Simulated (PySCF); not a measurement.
Spin-Hamiltonian simulation

Molecule: CH2=CHCHFCH3, C4H7F.

Bonds (- single, = double, # triple, : aromatic): C1=C2 1.331 Å, C2-C3 1.497 Å, C3-C4 1.515 Å, C3-F5 1.379 Å. C1 carries H6, H7; C2 carries H8; C3 carries H9; C4 carries H10, H11, H12. Stereochemistry as in C=C[C@H](C)F. H6 is cis to C3; H7 is trans to C3.

PySCF 2.14.0 with density-fitted response routines calculation with GIAO CAM-B3LYP/pcSseg-2 shieldings, J couplings at B3LYP/pcJ-1 (spin–dipole term only in couplings to heteroatoms) and PBE0-D3(BJ)/def2-SVP geometry; relativity neglected, gas phase, averaged over atoms made equivalent by symmetry, fast rotation or ring inversion, one conformer.

δ = σ(ref) − σ, references computed at the same level: ¹H (σref 31.34) against TMS.

The 8-spin Hamiltonian (Zeeman plus full scalar coupling among like nuclei) was diagonalised exactly; lines are Lorentzian, 0.7 Hz wide, and the maxima above 3 % are listed with the tallest set to 100.

Peak list at 600 MHz for the spins F5/H6/H7/H8/H9/H10/H11/H12:
δ in ppm (height): 6.186 (7), 6.182 (8), 6.166 (8), 6.162 (8), 6.155 (9), 6.151 (15), 6.147 (8), 6.135 (10), 6.131 (16), 6.126 (8), 6.120 (9), 6.116 (9), 6.100 (10), 6.096 (10), 5.841 (10), 5.837 (15), 5.836 (13), 5.834 (13), 5.832 (15), 5.828 (10), 5.810 (8), 5.806 (12), 5.805 (11), 5.803 (11), 5.802 (13), 5.798 (8), 5.449 (9), 5.444 (11), 5.444 (12), 5.440 (11), 5.439 (11), 5.436 (11), 5.435 (11), 5.431 (9), 5.428 (9), 5.424 (11), 5.423 (11), 5.420 (11), 5.419 (11), 5.416 (11), 5.415 (11), 5.411 (9), 5.110 (4), 5.106 (5), 5.105 (8), 5.101 (8), 5.100 (5), 5.098 (4), 5.095 (4), 5.093 (6), 5.092 (8), 5.088 (8), 5.083 (4), 5.017 (4), 5.013 (5), 5.012 (8), 5.008 (8), 5.007 (5), 5.005 (4), 5.002 (4), 5.000 (6), 5.000 (8), 4.995 (8), 4.990 (4), 1.336 (100), 1.323 (99), 1.297 (100), 1.284 (99)

**Question.** Extract the chemical shifts and coupling constants behind this pattern (give the signs of the calculation).

**Answer.** 
Shifts (ppm): F5 -200.3, H6 5.82, H7 5.43, H8 6.14, H9 5.05, H10/H11/H12 1.31.
Couplings (Hz): F5–H6: 1.9; F5–H7: 4.8; F5–H8: 21.1; F5–H9: 55.7; F5–H10, F5–H11, F5–H12: 23.4; H6–H7: 2.4; H6–H8: 18.3; H6–H9: -3.2; H6–H10, H6–H11, H6–H12: -0.1; H7–H8: 12.1; H7–H9: -3.1; H7–H10, H7–H11, H7–H12: 0.1; H8–H9: 2.5; H8–H10, H8–H11, H8–H12: 0.1; H9–H10, H9–H11, H9–H12: 7.4; H10–H11, H10–H12, H11–H12: -13.9.
These are the parameters used. A line list fixes at most the relative signs, and those only where coupling is strong; other parameter sets or atom labellings may fit too, and couplings well below the line width leave little trace. Couplings within a CH3 group never show.

Unscaled 3J(H,H) at this level run about 10 % above measured values. Couplings across =CH–CH2 type bonds come from one rotamer and its mirror image, and can be 1–2 Hz further off. Vicinal couplings across rotatable single bonds and in flexible rings belong to the one computed conformer; a conformer average would change them.
